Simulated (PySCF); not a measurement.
**BNH3 (SMILES B[NH]): a chain of runs**

We compute a series of 20 runs (UPBE0-D4/def2-TZVP, UCCSD(T)/def2-TZVPP, URI-MP2/def2-QZVPP, UPBE-D4/def2-TZVPP, U-r2SCAN-D4/def2-TZVPP, UB3LYP-D4/def2-TZVPP, UPBE0-D4/def2-TZVPP, U-wB97M-V/def2-TZVPP, and more) of BH3N. Input form: a Python script.

Program for the calculation: PySCF 2.14.0.

### 1 Starting point

BNH3: 5 atoms, total charge 0, spin state doublet. SMILES: `B[NH]`. All atoms were displaced at random from a relaxed shape. The run starts from this shape.

Bond lengths: B1–N2 1.354 Å, B1–H3 1.205 Å, B1–H4 1.131 Å, N2–H5 1.017 Å. Angles: B1–N2–H5 163.7°, N2–B1–H3 115.9°, N2–B1–H4 123.3°, H3–B1–H4 120.7°.

### 2 A structure relaxation at UPBE0-D4/def2-TZVP (density fitting with def2-universal-jkfit) (run 1)

input.xyz reads:

```xyz
5

B     -0.308749    -0.376891    -0.137730
N      0.558853     0.656309    -0.019296
H     -0.454882    -1.056225     0.846930
H     -0.920724    -0.569864    -1.068700
H      1.192244     1.361194     0.348922
```

run.py reads:

```python
from pyscf import gto, dft
from pyscf.geomopt.geometric_solver import kernel as optimise

mol = gto.M(
    atom='input.xyz',
    max_memory=1860,
    charge=0,
    spin=1,
    basis='def2-tzvp',
    verbose=3,
)

mf = dft.UKS(mol, xc='pbe0')
mf = mf.density_fit(auxbasis='def2-universal-jkfit')
mf.grids.level = 4
mf.conv_tol = 1e-09
mf.max_cycle = 100
mf.disp = 'd4'
converged, mol_eq = optimise(mf, maxsteps=100)
print('converged:', converged)
print(mol_eq.tostring())

mf.reset(mol_eq)
mol = mol_eq
mf.kernel()
e_final = mf.e_tot
print('E(%s) = %.9f' % ('PBE0', e_final))
```

On the command line:

```console
$ OMP_NUM_THREADS=1 python run.py
```

Output:

```text
maxiter                   100
[... 24 lines left out ...]
> Convergence Criteria:
[... 17 lines left out ...]
WARN: Mole.unit (angstrom) is changed to Bohr
[... 3 lines left out ...]
converged SCF energy = -81.2734142102393  <S^2> = 0.7587782  2S+1 = 2.008759
[... 20 lines left out ...]
converged SCF energy = -81.2754672609078  <S^2> = 0.75895256  2S+1 = 2.0089326
[... 41 lines left out ...]
converged SCF energy = -81.2766753449008  <S^2> = 0.75895824  2S+1 = 2.0089383
[... 41 lines left out ...]
converged SCF energy = -81.2767425691402  <S^2> = 0.75889376  2S+1 = 2.0088741
[... 32 lines left out ...]
Converged! =D
[... 1 line left out ...]
converged: True
B          -0.30411957       -0.35248164       -0.09996486
N           0.55410126        0.65871736       -0.01486253
H          -0.45012543       -1.07211070        0.86213076
H          -0.92061138       -0.56770577       -1.11082837
H           1.18816639        1.34815326        0.33325544

WARN: HOMO -0.257540529530308 >= LUMO -0.25754052953031

converged SCF energy = -81.2767427815566  <S^2> = 0.75889482  2S+1 = 2.0088751
E(PBE0) = -81.276742782
```

Run time: 80 s. Hardware: 1 thread of Arm Neoverse V1, shared host; peak memory 0.81 GiB.

Steps, from the record of the run:

```
step  energy from the first frame kept (eV)  largest force (eV/Å)
   0                                 0.0000                2.6211
   1                                -0.0559                0.8731
   2                                -0.0502                1.1700
   3                                -0.0887                0.1882
   4                                -0.0903                0.0756
   5                                -0.0906                0.0112
   6                                -0.0906                0.0074
```

After the run. Bond lengths: B1–N2 1.329 Å, B1–H3 1.210 Å, B1–H4 1.203 Å, N2–H5 0.999 Å. Angles: B1–N2–H5 163.1°, N2–B1–H3 118.6°, N2–B1–H4 121.4°, H3–B1–H4 120.0°.

### 3 Vibrational wavenumbers at UPBE0-D4/def2-TZVP (density fitting with def2-universal-jkfit) (run 2)

input.xyz reads:

```xyz
5
BH3N
B     -0.458180    -0.536444    -0.056732
N      0.400041     0.474755     0.028370
H     -0.604185    -1.256073     0.905364
H     -1.074671    -0.751668    -1.067595
H      1.034106     1.164191     0.376488
```

job.py reads:

```python
import numpy
from pyscf import gto, dft, symm
from pyscf.hessian import thermo

mol = gto.M(
    atom='input.xyz',
    spin=1,
    max_memory=1860,
    basis='def2-tzvp',
    verbose=3,
)

calc0 = dft.UKS(mol)
calc0.xc = 'pbe0'
calc0 = calc0.density_fit(auxbasis='def2-universal-jkfit')
calc0.max_cycle = 100
calc0.grids.level = 4
calc0.disp = 'd4'
calc0.conv_tol = 1e-09
calc0.kernel()

e_final = calc0.e_tot
print('E = %.10f Eh' % e_final)
hess = calc0.Hessian().kernel()
modes = thermo.harmonic_analysis(mol, hess)
print('frequencies (1/cm)', numpy.round(modes['freq_wavenumber'], 1))
symm.geom.TOLERANCE = 1e-3  # for the symmetry number
th = thermo.thermo(calc0, modes['freq_au'], 298.15, 101325)
thermo.dump_thermo(mol, th)
```

On the command line:

```console
$ OMP_NUM_THREADS=1 python job.py
```

Output:

```text
WARN: HOMO -0.257540542268652 >= LUMO -0.257540542268648

converged SCF energy = -81.2767427814755  <S^2> = 0.75889481  2S+1 = 2.0088751
E = -81.2767427815 Eh

WARN: DFTD4 does not support analytical Hessian, using finite difference.

WARN: Mole.unit (angstrom) is changed to Bohr

frequencies (1/cm) [ 161.8  309.   751.9  914.1 1070.5 1401.9 2473.8 2557.8 3784.8]
temperature 298.1500 [K]
pressure 101325.00 [Pa]
Rotational constants [GHz] 222.90490 30.05628 26.49258
Symmetry number 1
Zero-point energy (ZPE) 0.03059 [Eh]   80302.990 [J/mol]
                           tot       elec      trans        rot        vib
Entropy [J/mol/K]       250.183      5.763    150.233     75.915     18.272
Cv [J/mol/K]             46.594      0.000     12.472     12.472     21.651
Cp [J/mol/K]             54.909      0.000     20.786     12.472     21.651
Internal energy [J/mol]                      3718.434   3718.434  83485.779
Internal energy [Eh]   -81.24211  -81.27674
Enthalpy [J/mol]                             6197.391   3718.434  83485.779
Enthalpy [Eh]          -81.24117
Gibbs free energy [J/mol]                  -38594.584 -18915.643  78038.126
Gibbs free energy [Eh] -81.26958
```

Run time: 2.4 min. Hardware: 1 thread of Arm Neoverse V1, shared host; peak memory 1.3 GiB.

Runs 3 to 17 aren't shown in full; the table further down has their settings and results.

### 4 The singlet cation: a single-point energy at PBE0-D4/def2-TZVPP (run 18)

job.py reads:

```python
from pyscf import gto, dft

mol = gto.Mole()
mol.atom = [
    ('B', (-0.304120, -0.352482, -0.099965)),
    ('N', (0.554101, 0.658717, -0.014863)),
    ('H', (-0.450125, -1.072111, 0.862131)),
    ('H', (-0.920611, -0.567706, -1.110828)),
    ('H', (1.188166, 1.348153, 0.333255)),
]
mol.basis = 'def2-tzvpp'
mol.charge = 1
mol.max_memory = 1860
mol.verbose = 3
mol.spin = 0
mol.build()

calc0 = dft.RKS(mol, xc='pbe0')
calc0.disp = 'd4'
calc0.conv_tol = 1e-10
calc0.grids.level = 5
calc0.kernel()
if not calc0.converged:
    calc0 = calc0.newton().run(calc0.mo_coeff, calc0.mo_occ)

e_tot = calc0.e_tot
print('Final energy', e_tot)
```

On the command line:

```console
$ OMP_NUM_THREADS=1 python job.py
```

Output:

```text
converged SCF energy = -80.8877845525114
Final energy -80.88778455251143
```

It took 12 s on 1 thread of Arm Neoverse V1, shared host; peak memory 0.51 GiB.

Run 19 isn't shown in full; the table further down has it.

### 5 The singlet cation: the energy at B3LYP/6-31G(d) (spherical functions) (run 20)

run.py reads:

```python
from pyscf import gto, dft

mol = gto.M(
    atom='''
B       -0.304120      -0.352482      -0.099965
N        0.554101       0.658717      -0.014863
H       -0.450125      -1.072111       0.862131
H       -0.920611      -0.567706      -1.110828
H        1.188166       1.348153       0.333255
''',
    verbose=3,
    max_memory=1860,
    charge=1,
    basis='6-31g*',
)

mf = dft.RKS(mol)
mf.xc = 'b3lyp'
mf.grids.level = 5
mf.conv_tol = 1e-10
mf.kernel()
if not mf.converged:
    mf = mf.newton().run(mf.mo_coeff, mf.mo_occ)

e_final = mf.e_tot
print('E = %.10f Eh' % e_final)
```

On the command line:

```console
$ OMP_NUM_THREADS=1 python run.py
```

Output:

```text
converged SCF energy = -80.9689455268363
E = -80.9689455268 Eh
```

Wall time 3.6 s (1 thread of Arm Neoverse V1, shared host); peak memory 0.23 GiB.

### 6 The series

```
run                                                           level         task  optimizer  partner  energy (Eh)  dipole moment (D) of the reference  HOMO energy (eV)  LUMO energy (eV)  wall time
  1  UPBE0-D4/def2-TZVP (density fitting with def2-universal-jkfit)     optimise  geomeTRIC     base   -81.276743                                1.39             -7.87             -3.09       80 s
  2  UPBE0-D4/def2-TZVP (density fitting with def2-universal-jkfit)  frequencies          –     base   -81.276743                                1.39             -7.87             -3.09    2.4 min
  3                                             UCCSD(T)/def2-TZVPP       energy          –     base   -81.198372                                1.65            -11.69              2.17    2.4 min
  4  URI-MP2/def2-QZVPP (density fitting with def2-universal-jkfit)       energy          –     base   -81.179902                                1.61            -11.71              1.98      4.5 s
  5                                              UPBE-D4/def2-TZVPP       energy          –     base   -81.270234                                1.24             -6.30             -4.47       20 s
  6                                          U-r2SCAN-D4/def2-TZVPP       energy          –     base   -81.334333                                1.35             -6.80             -3.83       57 s
  7                                            UB3LYP-D4/def2-TZVPP       energy          –     base   -81.395999                                1.32             -7.61             -3.55       22 s
  8                                             UPBE0-D4/def2-TZVPP       energy          –     base   -81.278012                                1.37             -7.87             -3.10       23 s
  9                                            U-wB97M-V/def2-TZVPP       energy          –     base   -81.337833                                1.40            -10.01             -1.06       89 s
 10                                              UB2PLYP/def2-TZVPP       energy          –     base   -81.308109                                1.50             -9.33             -1.22       25 s
 11                                               USVWN5/def2-TZVPP       energy          –     base   -80.621898                                1.12             -6.22             -4.86       15 s
 12                                              UM06-2X/def2-TZVPP       energy          –     base   -81.339458                                1.34             -9.11             -2.07       62 s
 13                             UB3LYP/6-31G* (spherical functions)       energy          –     base   -81.352034                                1.56             -7.31             -3.13      6.3 s
 14                                                      UHF/STO-3G       energy          –     base   -79.811781                                1.83             -9.59              7.15     0.68 s
 15                                              CCSD(T)/def2-TZVPP       energy          –   cation   -80.816294                                   –            -21.64             -8.66       30 s
 16                                               PBE-D4/def2-TZVPP       energy          –   cation   -80.892622                                   –            -15.75            -14.22       11 s
 17                                             B3LYP-D4/def2-TZVPP       energy          –   cation   -81.006633                                   –            -17.19            -13.44       12 s
 18                                              PBE0-D4/def2-TZVPP       energy          –   cation   -80.887785                                   –            -17.45            -13.18       12 s
 19                                              wB97M-V/def2-TZVPP       energy          –   cation   -80.952476                                   –            -19.98            -10.81       52 s
 20                              B3LYP/6-31G* (spherical functions)       energy          –   cation   -80.968946                                   –            -17.09            -13.40      3.6 s
```

### 7 What came out

| quantity | value |
| --- | --- |
| singlet cation, run 20: total energy | -80.96895 Eh |
| singlet cation, run 20: HOMO energy | -17.09 eV |
| singlet cation, run 20: LUMO energy | -13.40 eV |
| singlet cation, run 20: HOMO–LUMO gap | 3.69 eV |
| vertical ionisation energy (to the singlet cation), UCCSD(T)/def2-TZVPP | 10.397 eV |
| vertical ionisation energy (to the singlet cation), UPBE-D4/def2-TZVPP | 10.275 eV |
| vertical ionisation energy (to the singlet cation), UB3LYP-D4/def2-TZVPP | 10.595 eV |
| vertical ionisation energy (to the singlet cation), UPBE0-D4/def2-TZVPP | 10.619 eV |
| vertical ionisation energy (to the singlet cation), U-wB97M-V/def2-TZVPP | 10.486 eV |
| vertical ionisation energy (to the singlet cation), UB3LYP/6-31G* | 10.424 eV |

**Reading.** At UCCSD(T)/def2-TZVPP: the vertical ionisation energy comes to 10.40 eV (1003 kJ/mol). Only the singlet of the ionised species was computed; a triplet could lie lower. At UPBE-D4/def2-TZVPP: the vertical ionisation energy comes to 10.28 eV (237 kcal/mol). At UB3LYP-D4/def2-TZVPP: removing an electron at fixed nuclei costs 10.60 eV (1022 kJ/mol). At UPBE0-D4/def2-TZVPP: removing an electron at fixed nuclei costs 10.62 eV (245 kcal/mol). At U-wB97M-V/def2-TZVPP: the vertical ionisation energy comes to 10.49 eV (1012 kJ/mol). Over runs 16, 17, 18, 19, 20 the HOMO–LUMO gap runs from 1.53 eV (PBE-D4/def2-TZVPP) to 9.17 eV (wB97M-V/def2-TZVPP). Totals of different functionals can't be ranked against each other. In run 15 the T1 diagnostic is large, so a single reference may not serve. In run 14 the basis is minimal, so the values are rough. All runs together took 14 min, the longest 2.4 min.
